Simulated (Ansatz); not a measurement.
Rock-salt HfN, treated with PBE0-D3(BJ) (plane waves, PAW; Ansatz, a program for electronic structure).

Numerical settings: plane-wave cutoff 460 eV, 10×10×10 k mesh, Fermi–Dirac smearing 0.05 eV, scalar-relativistic PAW data made under PBE.

A third-order Birch–Murnaghan fit to the energies gives V0 = 11.303 Å³/atom, B0 = 301 GPa, B′ = 4.2.

| V (Å³/atom) | P (GPa) |
|---|---|
| 10.728 | 17.52 |
| 11.010 | 8.33 |
| 11.293 | 0.27 |
| 11.457 | [?] |
| 11.857 | [?] |

**Question.** Estimate the withheld pressures from this fit; the answers are the runs' own values.

**Answer.** 
- 11.457, P (GPa): -3.97
- 11.857, P (GPa): -13.02

The formula P = (3/2) B0 (x^(7/3) − x^(5/3)) [1 + (3/4)(B′ − 4)(x^(2/3) − 1)] with x = V0/V meets the computed pressures within 0.03 GPa when these rounded values are put in.

Measured, for comparison: bulk modulus 260 GPa (room temperature, not corrected to a static lattice, our sources range from 260 to 306; as tabulated in Synthesis of Binary Transition Metal Nitrides, Carbides and Borides from the …); equilibrium volume per atom 11.57 Å³/atom (room temperature, not corrected to a static lattice; as tabulated in Seo, Lee, Wen, Petrov, Greene, Gall, J. Appl. Phys. 96, 878 (2004)). Computed (rounded) less measured: bulk modulus not scored (sources differ), equilibrium volume per atom -2.3 %.

Spin–orbit coupling is not included.

Static lattice: no zero-point or thermal effects.

It cost around 30 core-minutes (rough) of CPU time.
